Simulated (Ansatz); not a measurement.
# NH2O (quartet): the correlation ladder at distance O1–H3 along a hydrogen transfer = 0.994 Å, cc-pVDZ

Aim: climb from Hartree-Fock through coupled cluster and multireference methods for NH2O (quartet) at one geometry and basis, and see what each rung misses.

The runs use Ansatz 0.2.0, Gaussian basis; cc-pVDZ, core rule «outside noble gas», up to 2 orbitals frozen.

The runs, in order: UHF; CCSD(T) on ROHF; CCSD(T) on UHF; BCCD(T) on ROHF; CISD; CCSDT(Q) on ROHF; CCSDT(Q) on UHF; CASSCF and MRCISD+Q, 5 electrons in 5 orbitals; CASSCF and NEVPT2, 5 electrons in 5 orbitals; CASSCF and MRCISD+Q, 13 electrons in 10 orbitals; CASSCF and NEVPT2, 13 electrons in 10 orbitals.

6 further runs of the same task are left out: 6 that didn't finish.

### 1 The geometry

The geometry derives from fragments relaxed apart (PBE0/def2-TZVP) and kept rigid, so it is no stationary point. A hydrogen atom is moved between rigid fragments.

4 atoms, charge 0, spin multiplicity 4.

Atoms are counted from 1 here; the program's logs count them from 0.

Bond lengths: O1–H2 0.960 Å, O1–H3 0.994 Å, H3–N4 1.247 Å. Angles: H2–O1–H3 105.1°, O1–H3–N4 180.0°.

As a file:

```xyz
4
H2NO
O    -1.0037   -0.0292    0.0000
H    -1.2530    0.8974    0.0000
H    -0.0097   -0.0292    0.0000
N     1.2373   -0.0292    0.0000
```

### 2 UHF

Contents of in.yaml:

```yaml
crystal:
  periodic: [false, false, false]
  atoms:
    - {symbol: O, position_ang: [-1.003674, -0.029165, 0.000000]}
    - {symbol: H, position_ang: [-1.252983, 0.897410, 0.000000]}
    - {symbol: H, position_ang: [-0.009674, -0.029165, 0.000000]}
    - {symbol: N, position_ang: [1.237326, -0.029165, 0.000000]}
basis:
  gaussian: {orbitals: cc-pVDZ}
magnetization: {spin_polarized: true, initial_magnetization: 3}
hamiltonian: {xc: hf}
output: {orbitals: {seedname: orbitals}}
```

Started as:

```console
> ansatz run in.yaml --threads 1 --pin off --events-out ev --progress --plain --max-ram 2393MiB
```

Further steps of the session: CCSD(T) on ROHF; CCSD(T) on UHF; BCCD(T) on ROHF; CISD; CCSDT(Q) on ROHF; CCSDT(Q) on UHF; CASSCF and MRCISD+Q, 5 electrons in 5 orbitals; CASSCF and NEVPT2, 5 electrons in 5 orbitals; CASSCF and MRCISD+Q, 13 electrons in 10 orbitals; CASSCF and NEVPT2, 13 electrons in 10 orbitals.

**Question.** What will the summary of the whole plan be? Wanted: UCCSDT(Q) below the RHF energy; RMP2 from UCCSDT(Q); UMP2 from UCCSDT(Q); RCCSD from UCCSDT(Q); RCCSD(T) from UCCSDT(Q); UCCSD(T) from UCCSDT(Q); RCCSDT(Q) from UCCSDT(Q); NEVPT2 valence from UCCSDT(Q); MRCISD+Q valence from UCCSDT(Q).

The runs gave:

| quantity | value |
| --- | --- |
| UCCSDT(Q) below the RHF energy | -8.8018 eV |
| RMP2 from UCCSDT(Q) | +85.1 kJ/mol |
| UMP2 from UCCSDT(Q) | +82.9 kJ/mol |
| RCCSD from UCCSDT(Q) | +17.4 kJ/mol |
| RCCSD(T) from UCCSDT(Q) | +3.1 kJ/mol |
| UCCSD(T) from UCCSDT(Q) | +3.0 kJ/mol |
| RCCSDT(Q) from UCCSDT(Q) | +0.3 kJ/mol |
| NEVPT2 valence from UCCSDT(Q) | +112.1 kJ/mol |
| MRCISD+Q valence from UCCSDT(Q) | +3.5 kJ/mol |
| levels within 1 kcal/mol (43 meV) | RCCSD(T), UCCSD(T), BCCD(T), RCCSDT, UCCSDT, RCCSDT(Q), MRCISD+Q valence |
| T1 diagnostic | 0.023 |
| effectively unpaired electrons | 3.01 |

RCCSD(T) misses by +3.1 kJ/mol, 0.4 % of the correlation energy. One determinant dominates. Of the multireference levels listed MRCISD+Q valence comes nearest in total energy (+3.5 kJ/mol), which doesn't show that its space is the better one. These misses are within one basis, not against nature; the frozen cores of restricted and unrestricted runs differ, which can shift their rows.
